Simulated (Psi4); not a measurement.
# SiH4O2 (SMILES O[SiH2]O) at BHLYP/def2-SVPD

Aim: the energy change on altering one bond length of SiH4O2 at BHLYP/def2-SVPD, from 2 runs. 

Program for the calculation: Psi4 1.11.

1 further run of the same task is left out (set aside as unsound or not needed).

## (1) The system as given

The species is SiH4O2 (7 atoms), meant as a singlet with charge 0. As SMILES, `O[SiH2]O`. The coordinates come from a PBE0-D4/def2-TZVP relaxation. This is one conformer, not always the lowest.

Bond lengths: O1–Si2 1.642 Å, Si2–O3 1.642 Å, O1–H4 0.958 Å, Si2–H5 1.481 Å, Si2–H6 1.481 Å, O3–H7 0.958 Å. Angles: O1–Si2–O3 113.5°, O1–Si2–H5 111.5°, O1–Si2–H6 103.9°, O3–Si2–H5 103.9°, O3–Si2–H6 111.5°, Si2–O1–H4 117.7°, Si2–O3–H7 117.7°, H5–Si2–H6 112.9°.

## (2) Energy and forces at BHLYP/def2-SVPD

Input file job.dat:

```
memory 2.2 GB

molecule {
  O
  Si 1 1.641761
  O 2 1.641767 1 113.50252
  H 1 0.958338 2 117.72956 3 -66.04755
  H 2 1.481129 1 111.47697 4 50.83142
  H 2 1.481123 5 112.90797 3 120.91961
  H 3 0.958323 2 117.72959 6 50.83039
  symmetry c1
}

set globals {
  basis                def2-SVPD
  puream               true
  e_convergence        1e-09
  d_convergence        1e-08
  scf_type             pk
  dft_radial_points    99
  dft_spherical_points 590
}

result, w = gradient('bhhlyp', return_wfn=True)
oeprop(w, 'DIPOLE', 'MAYER_INDICES', 'WIBERG_LOWDIN_INDICES', title='BHHLYP')
```

Launch:

```sh
psi4 -i job.dat -o job.out -n 1
```

job.out:

```text
[...]
  Running in c1 symmetry.
[...]
  Nuclear repulsion =  120.473967177333449
[...]
  Multiplicity = 1
[...]
  Nalpha       = 17
  Nbeta        = 17
[...]
    Number of basis functions: 102
[...]
   @RKS iter   1:  -441.93296834150215   -3.86145e-01   7.63689e-03 DIIS/ADIIS
[...]
   @RKS iter  10:  -442.16235713263433   -1.98952e-12   3.82326e-09 DIIS
[...]
    Orbital Energies [Eh]
    ---------------------
    Doubly Occupied:
       1A    -67.184973     2A    -19.697983     3A    -19.697980
       4A     -5.651211     5A     -3.920245     6A     -3.919034
       7A     -3.917786     8A     -1.146862     9A     -1.126005
      10A     -0.669451    11A     -0.614754    12A     -0.505779
      13A     -0.481259    14A     -0.479409    15A     -0.414991
      16A     -0.409077    17A     -0.381244
[...]
  @RKS Final Energy:  -442.16235713263433
   => Energetics <=
    Nuclear Repulsion Energy =            120.4739671773334493
    One-Electron Energy =                -850.1655783115209033
    Two-Electron Energy =                 307.9794030533428213
    DFT Exchange-Correlation Energy =     -20.4501490517896585
    Empirical Dispersion Energy =           0.0000000000000000
    VV10 Nonlocal Energy =                  0.0000000000000000
    Total Energy =                       -442.1623571326343267
[...]
  -Total Gradient:
     Atom            X                  Y                   Z
    ------   -----------------  -----------------  -----------------
       1       -0.008079346991     0.004080477198     0.012325087296
       2       -0.000006395140    -0.015273111271    -0.010016445788
       3        0.008070668133     0.012916964338    -0.001174258205
       4        0.006261027139    -0.002693277752    -0.000897353087
       5        0.002306232941     0.000958088665     0.001645064264
       6       -0.002303648398     0.001891369203     0.000223141498
       7       -0.006248537667    -0.001887007583    -0.002109495093
[...]
 Multipole Moments:
 ------------------------------------------------------------------------------------
     Multipole            Electronic (a.u.)      Nuclear  (a.u.)        Total (a.u.)
 ------------------------------------------------------------------------------------
 L = 1.  Multiply by 2.5417464519 to convert [e a0] to [Debye]
 Dipole X            :         -0.0000792            0.0000356           -0.0000437
 Dipole Y            :         -0.7979009            0.5138097           -0.2840912
 Dipole Z            :         -0.5231235            0.3368844           -0.1862391
 Magnitude           :                                                    0.3396951
[...]
```

It took 22 s on 1 thread of AMD EPYC 7B13 (Zen 3), shared host; peak memory 0.96 GiB.

## (3) The distorted shape, same level

Input file h4o2si.py:

```python
import psi4

psi4.set_memory(2200000000)
psi4.set_num_threads(1)
psi4.set_output_file('psi4.out', False)

molecule = psi4.geometry("""
0 1
O     -3.109044    -1.043154    -0.874731
Si     0.051410     0.422210     0.079240
O      1.274030    -0.668570     0.183160
H     -3.180554    -1.414874    -1.755141
H      0.526670     1.393040    -0.933360
H     -0.229300     1.048860     1.391580
H      1.219010    -1.336090     0.868560
symmetry c1
""")

options = {'basis': 'def2-SVPD', 'puream': True, 'e_convergence': 1e-09, 'd_convergence': 1e-08, 'scf_type': 'pk', 'dft_radial_points': 99, 'dft_spherical_points': 590}
psi4.set_options(options)

E, wfn = psi4.gradient('bhhlyp', molecule=molecule, return_wfn=True)
psi4.oeprop(wfn, 'MAYER_INDICES', 'MULLIKEN_CHARGES', 'WIBERG_LOWDIN_INDICES')
print('gradient / Eh bohr^-1')
print(E.np.round(6))
print(f'energy = {wfn.energy():.10f} Eh')
for k, v in sorted(psi4.core.scalar_variables().items()):
    print(f'{k:45s} {v:18.10f}')
```

Launch:

```sh
python h4o2si.py
```

psi4.out (excerpt; [...] marks lines left out):

```text
[...]
  Running in c1 symmetry.
[...]
  Nuclear repulsion =   91.885847298437767
[...]
  Multiplicity = 1
[...]
  Nalpha       = 17
  Nbeta        = 17
[...]
    Number of basis functions: 102
[...]
   @RKS iter   1:  -441.49644020139704   -5.41791e-01   9.31977e-03 ADIIS/DIIS
[...]
   @RKS iter  15:  -441.92492719372126   -2.77396e-10   6.14768e-09 DIIS
[...]
  @RKS Final Energy:  -441.92492719372126
   => Energetics <=
    Nuclear Repulsion Energy =             91.8858472984377670
    One-Electron Energy =                -792.2244488438350345
    Two-Electron Energy =                 278.7391926103127844
    DFT Exchange-Correlation Energy =     -20.3255182586367411
    Empirical Dispersion Energy =           0.0000000000000000
    VV10 Nonlocal Energy =                  0.0000000000000000
    Total Energy =                       -441.9249271937212598
[...]
 Multipole Moments:
 ------------------------------------------------------------------------------------
     Multipole            Electronic (a.u.)      Nuclear  (a.u.)        Total (a.u.)
 ------------------------------------------------------------------------------------
 L = 1.  Multiply by 2.5417464519 to convert [e a0] to [Debye]
 Dipole X            :          2.2489025            0.1804876            2.4293901
 Dipole Y            :          0.1314699            0.6493977            0.7808677
 Dipole Z            :          0.6926195            0.1449224            0.8375420
 Magnitude           :                                                    2.6857340
[...]
  -Total Gradient:
     Atom            X                  Y                   Z
    ------   -----------------  -----------------  -----------------
       1       -0.019796149775    -0.010414028858    -0.010006271695
       2       -0.005785971595    -0.005136445051     0.006170245626
       3        0.014369535833     0.005733035279    -0.004050201046
       4       -0.006662514100    -0.002516709764    -0.000495420773
       5        0.010943098289     0.005191946604     0.002915260338
       6        0.010498140344     0.006777710391     0.002458938048
       7       -0.003566748078     0.000368882097     0.003005860455
[...]
  Mulliken Charges: (a.u.)
   Center  Symbol    Alpha    Beta     Spin     Total
       1     O     4.30990  4.30990  0.00000 -0.61981
       2    SI     6.63165  6.63165  0.00000  0.73670
[...]
```

The script printed:

```text
gradient / Eh bohr^-1
[[-0.019796 -0.010414 -0.010006]
 [-0.005786 -0.005136  0.00617 ]
 [ 0.01437   0.005733 -0.00405 ]
 [-0.006663 -0.002517 -0.000495]
 [ 0.010943  0.005192  0.002915]
 [ 0.010498  0.006778  0.002459]
 [-0.003567  0.000369  0.003006]]
energy = -441.9249271937 Eh
CURRENT ENERGY                                   -441.9249271937
CURRENT REFERENCE ENERGY                         -441.9249271937
DD SOLVATION ENERGY                                 0.0000000000
DFT FUNCTIONAL TOTAL ENERGY                      -441.9249271937
DFT TOTAL ENERGY                                 -441.9249271937
DFT VV10 ENERGY                                     0.0000000000
DFT XC ENERGY                                     -20.3255182586
GRID ELECTRONS ALPHA                               17.0000000930
GRID ELECTRONS BETA                                17.0000000930
GRID ELECTRONS TOTAL                               34.0000001860
NUCLEAR REPULSION ENERGY                           91.8858472984
ONE-ELECTRON ENERGY                              -792.2244488438
PCM POLARIZATION ENERGY                             0.0000000000
PE ENERGY                                           0.0000000000
SCF ITERATION ENERGY                             -441.9249271937
SCF ITERATIONS                                     15.0000000000
SCF TOTAL ENERGY                                 -441.9249271937
TWO-ELECTRON ENERGY                               278.7391926103
XC GRID RADIAL POINTS                              99.0000000000
XC GRID SPHERICAL POINTS                          590.0000000000
XC GRID TOTAL POINTS                           395804.0000000000
```

Run time: 24 s. Hardware: 1 thread of AMD EPYC 7B13 (Zen 3), shared host; peak memory 0.91 GiB.

## (4) Summary of results

Level: BHLYP/def2-SVPD.

| quantity | value |
| --- | --- |
| first shape: total energy | -442.16236 Eh |
| first shape: dipole moment | 0.86 D |
| first shape: HOMO energy | -10.37 eV |
| first shape: LUMO energy | 0.58 eV |
| first shape: HOMO–LUMO gap | 10.95 eV |
| first shape: largest force on an atom | 0.939 eV/Å |
| distorted shape: total energy | -441.92493 Eh |
| distorted shape: dipole moment | 6.83 D |
| distorted shape: HOMO energy | -7.18 eV |
| distorted shape: LUMO energy | -3.72 eV |
| distorted shape: HOMO–LUMO gap | 3.46 eV |
| distorted shape: largest force on an atom | 1.260 eV/Å |
| energy change with the O1–Si2 bond stretched from 1.642 to 3.612 Å | 6.461 eV |

What this shows: One bond (distorted shape) is far stretched, which a spin-restricted single reference describes badly; a broken-symmetry solution may lie lower. With the O1–Si2 bond stretched from 1.642 to 3.612 Å the energy rises by 6.46 eV (149 kcal/mol). The first shape isn't relaxed at this level, so the change isn't measured from a minimum. A restricted reference can't describe the breaking bond well at this length. The largest force (first shape) is 0.94 eV/Å: the shape isn't a stationary point for this species at this level.
